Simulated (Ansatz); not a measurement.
**Heating and cooling a random packing of Hf2Ga6WO16**

A packing of 25 atoms, thrown in at random and pushed apart as soft spheres with like charges further apart (6 Ga, 2 Hf, 16 O, 1 W) went through Langevin stages in a fixed cell of 12.00 Å³/atom, at one k point, without spin and with a Fermi–Dirac width of kT (0.05 eV at least). The calculation used DFT PBE, scalar-relativistic, plane waves, PAW in Ansatz 0.2.0.

| thermostat (K) | duration (fs) | friction (1/fs) | cutoff (eV) | mean T (K) | mean P (GPa) | mean square displacement (Å²) |
| --- | --- | --- | --- | --- | --- | --- |
| 3000 | 48 | 0.030 | 320 | 3977 | 23.9 | 0.35 |
| 3000 | 400 | 0.030 | 420 | 3004 | 11.3 | 1.19 |
| 2160 | 292 | 0.030 | 420 | 2028 | 7.4 | 0.63 |
| 1200 | 290 | 0.030 | 420 | 1173 | 2.6 | 0.40 |
| 300 | 460 | 0.030 | 420 | 302 | -2.7 | 0.14 |

Means run over the second half of a stage; pressure includes the kinetic part; displacements count from the stage's start, the atoms' common shift taken off. In so short a run the atoms moved about a bond length or less in the hot stages, so this is an annealed packing, not a quenched equilibrium liquid.

Cell and atoms were then relaxed on coarser meshes and computed once more: Plane waves to 420 eV, a k mesh through Γ of 4×4×3 on the computed 25-atom cell and Gaussian smearing (0.02 eV); no spin polarisation.

Question: What structure is left?

Answer: One draw of many: 11.79 Å³/atom with a gap on the mesh of 2.28 eV, 2.12 eV/atom below the elements' standard states (static lattices, no corrections for gases) (a random packing after short dynamics, relaxed).

Counting as bonded all pairs within 1.2 times the summed covalent radii, but none from a metal cation to another cation:

| atom → neighbour | mean count | mean length (Å) | spread (Å) |
| --- | --- | --- | --- |
| Ga → O | 4.67 | 1.96 | 0.10 |
| Hf → O | 6.00 | 2.13 | 0.11 |
| O → Ga | 1.75 | 1.96 | 0.10 |
| O → Hf | 0.75 | 2.13 | 0.11 |
| O → W | 0.38 | 1.98 | 0.18 |
| W → O | 6.00 | 1.98 | 0.18 |

Angles between all pairs of such bonds at an atom (mean ± spread): 108 ± 25° at Ga, 105 ± 32° at Hf, 116 ± 16° at O, 105 ± 31° at W.

```xyz
25
Lattice="6.3709 -0.2106 -0.0200 -0.2111 6.5829 0.0657 -0.0357 0.0727 7.0364" Properties=species:S:1:pos:R:3 pbc="T T T"
W     2.9517    2.7571    4.5477
O     5.9680    0.9658    4.1110
O     4.1914    6.1226    2.2848
O     2.5507    4.4587    0.6590
O     6.0565    1.2890    1.0173
O     4.3086    2.7809    3.0373
O     1.4638    3.1071    2.8290
O     0.8972    6.4026    6.2563
O     1.0181    6.1289    2.3640
O     1.3323    2.9119    5.5315
O     6.0692    3.8619    0.7757
O     4.3682    6.1532    6.3023
O     2.8299    1.3438    0.7023
O     5.9458    4.7415    4.3300
O     2.7808    0.8891    4.3302
O     2.9383    4.7859    4.2539
O     4.1792    2.8369    5.7419
Hf    5.9219    5.7784    0.7167
Hf    1.1908    2.8017    0.6529
Ga    2.4897    4.9838    2.4275
Ga    6.2034    2.9023    3.9355
Ga    4.4832    6.0119    4.3666
Ga    4.3541    1.4464    1.7442
Ga    0.8136    6.5110    4.2586
Ga    2.6292    6.2963    6.8821
```

The final mesh leaves forces up to 0.11 eV/Å and stresses up to 0.1 GPa: the relaxation ran on a coarser mesh, so the cell's shape, its bonds and its energy belong partly to that mesh.

Spin-orbit coupling is left out, which matters for the bands of heavy elements. An odd mesh misses points on the zone edge, so a gap read on it can be too wide.

Cost: 6 runs of about 41 core-minutes in all (earlier runs that led there not counted), on Arm Neoverse V2 (shared hosts).